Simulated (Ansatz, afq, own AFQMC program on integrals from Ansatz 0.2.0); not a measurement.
## CHO⁺, triplet in cc-pVQZ, levels against AFQMC with the constraint released

```xyz
3

O     0.0000   -0.1013    0.5002
C     0.0000    0.0736   -0.7526
H     0.0000    0.7302    1.0271
```

Connectivity, by distances: OH–C.

Basis cc-pVQZ. Noble-gas cores (and the filled d shells of Ga–Kr and In–Xe) are frozen. Integrals, coupled cluster, full CI and functionals: Ansatz 0.2.0; the random walks run on the same integrals in our own AFQMC program. ph-AFQMC/CISD is guided by a CISD state made of CCSD amplitudes; releasing the constraint for a short imaginary time cuts its bias at the price of noise, slowly where states lie close. ± is one standard error of the sampling.

Determinant: UHF, the one that the program's search chose, which needn't be the lowest solution. The geometry is a PBE0/def2-TZVP stationary point of this or a neighbouring charge and spin state.

No full CI on the walks' own integrals is used here. The released AFQMC energy serves as the reference, which it does only where one determinant dominates, the energy is flat over the last release times and near the phaseless one (40 meV or 2 meV an electron, half that with transition metals). On small molecules, where full CI could be run and the noise was under 10 meV, such values lay within 10 meV of it in 19 cases of 20, a flattering rate, since the rule was set on those same cases; what remains of the bias isn't in the error bar.

Cautions: another spin lies lower (by 3.78 eV); unrestricted determinant slightly spin contaminated (⟨S²⟩ 2.06 against 2.00); the released value is read at 1.62 1/Eh with a noise of 13 meV, more than in the cases checked, later times being too noisy (meV from the phaseless value at times in 1/Eh: -16 ± 8 at 0.24, -20 ± 6 at 0.51, -25 ± 7 at 0.99, -21 ± 13 at 1.62, 22 ± 37 at 2.40).

```
T1 diagnostic                               : 0.0285
weight of the determinant in the CISD state : 0.899
⟨S²⟩ of the determinant                     : 2.058
size of the correlated space                : 10 electrons in 138 orbitals
```

Reference: AFQMC with the constraint released, correlation energy -9.650 ± 0.013 eV.

```tsv
level	E − E(reference) (kJ/mol)	share of correlation (%)
HF	931.0 ± 1.3	0.00
MP2	66.7 ± 1.3	92.83
CCSD	43.6 ± 1.3	95.31
CCSD(T)	4.1 ± 1.3	99.56
ph-AFQMC/CISD	2.1 ± 1.4	99.78
```

A walk keeps the symmetry of its determinant, which the program's search chose and which needn't be the lowest solution, so a lower state of the same spin and another symmetry isn't excluded. Released energies are given only where the last usable release times agree within the noise; a slower fall can still hide under it.
